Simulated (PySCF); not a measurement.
## acetyl chloride: calculation against experiment

**What was measured.**

NIST CCCBDB Release 22 (SRD 101), experimental dipoles lists, for the gas: dipole moment (dielectric constant against temperature) 2.72 D.

How close the calculation comes is told at the end.

Species: acetyl chloride, C₂H₃ClO.
Numbering: `[CH3:1][C:2](=[O:3])[Cl:4]` (hydrogens: H5, H6, H7 on C1)

Geometry (PBE0-D3(BJ)/def2-SVP, Å), atoms numbered from 1 in this order:
```xyz
7
C2H3ClO angstrom
C     -0.3671   -0.4411   -0.1631
C      1.0745   -0.0880   -0.3380
O      1.5392    0.9794   -0.5393
Cl     2.1299   -1.5366   -0.2044
H     -0.9791    0.4652   -0.2520
H     -0.5123   -0.9100    0.8208
H     -0.6587   -1.1805   -0.9228
```

The PySCF runs (gas phase, on this PBE0-D3(BJ)/def2-SVP geometry; no spin–orbit coupling):

```tsv
level	job	basis functions	wall time
PBE0-D3(BJ)/def2-SVP, grid level 1	geometry optimisation from a GFN2-xTB start	75	9.5 s
B3LYP/pcSseg-2	shieldings	193	14 s
B97-D/pcSseg-2	shieldings	193	21 s
BLYP/pcSseg-2	shieldings	193	17 s
BP86/pcSseg-2	shieldings	193	17 s
HF/pcSseg-2	shieldings	193	6.3 s
KT2/pcSseg-2	shieldings	193	18 s
KT3/pcSseg-2	shieldings	193	21 s
LDA/pcSseg-2	shieldings	193	14 s
PBE/pcSseg-2	shieldings	193	19 s
PBE0/pcSseg-2	shieldings	193	14 s
mPW1PW91/pcSseg-2	shieldings	193	14 s
```

Hardware: one thread, Intel Xeon Platinum 8488C (x86_64), shared host.

## Comparison

**Dipole moment.** Measured: 2.72 D (NIST CCCBDB Release 22 (SRD 101), experimental dipoles).

```
               level  computed (D)  computed − measured (D)  % (from the printed values)
PBE0-D3(BJ)/def2-SVP          2.71                    -0.01                            0
      B3LYP/pcSseg-2          2.86                    +0.14                           +5
      B97-D/pcSseg-2          2.78                    +0.06                           +2
       BLYP/pcSseg-2          2.76                    +0.04                           +1
       BP86/pcSseg-2          2.78                    +0.06                           +2
         HF/pcSseg-2          3.14                    +0.42                          +15
        KT2/pcSseg-2          2.79                    +0.07                           +3
        KT3/pcSseg-2          2.76                    +0.04                           +1
        LDA/pcSseg-2          2.84                    +0.12                           +4
        PBE/pcSseg-2          2.76                    +0.04                           +1
       PBE0/pcSseg-2          2.87                    +0.15                           +6
   mPW1PW91/pcSseg-2          2.87                    +0.15                           +6
```

12 of the 13 levels run are shown, the closest and the furthest among them. Closest is PBE0-D3(BJ)/def2-SVP (-0.01 D), furthest HF/pcSseg-2 (+0.42 D); one molecule doesn't rank methods. The computed dipoles belong to one fixed geometry; measured ones are averaged over vibrations unless marked μe. Magnitudes are compared, not signs.

The geometry is computed, not the measured one. Where a level misses, the cause wasn't examined.
